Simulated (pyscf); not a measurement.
5 gas-phase steps of one pattern: hydrogen abstraction on the doublet surface, H–H broken and Ge–H or H–Si formed. Optimised with ωB97X-D3(BJ)/def2-SVP in PySCF. Electronic energies in kJ/mol, from the separated reactants; ΔE‡ and ΔE at ωB97M-D3(BJ)/def2-TZVP. Rows were drawn at random from the steps of this pattern with a verified saddle, stable references and no exit in the data more than 5 kcal/mol lower.

```
row                                     step     ΔE    ΔE‡
---  ---------------------------------------  -----  -----
1          F–Si•(F)–F + H₂ → F–SiH(F)–F + H•  +11.3   47.0
2              F–SiH•–F + H₂ → F–SiH₂–F + H•  +28.7   57.4
3    Cl–Si•(Cl)–Cl + H₂ → Cl–SiH(Cl)–Cl + H•  +47.3      ?
4          Cl–SiH•–Cl + H₂ → Cl–SiH₂–Cl + H•  +48.8   69.4
5       F–GeH₂–GeH₂• + H₂ → F–GeH₂–GeH₃ + H•  +91.6  103.8
```

Task: Fit ΔE‡ = a + b·ΔE to the other rows and predict row 3.

Result: Over the 4 complete rows the means are +45.1 (ΔE) and 69.4 (ΔE‡); least squares gives b = 0.71 and a = 37.4 kJ/mol, with residuals of 1.7 kJ/mol (root mean square; largest 2.6, row 4). For row 3: 37.4 + 0.71 × (+47.3) = 71.0 kJ/mol. The computed barrier is 67.9 kJ/mol, 3.1 under the line. The line follows the complete rows closely. Each barrier is that of the saddle found. Elements up to Kr have no core potential and no relativistic terms here.
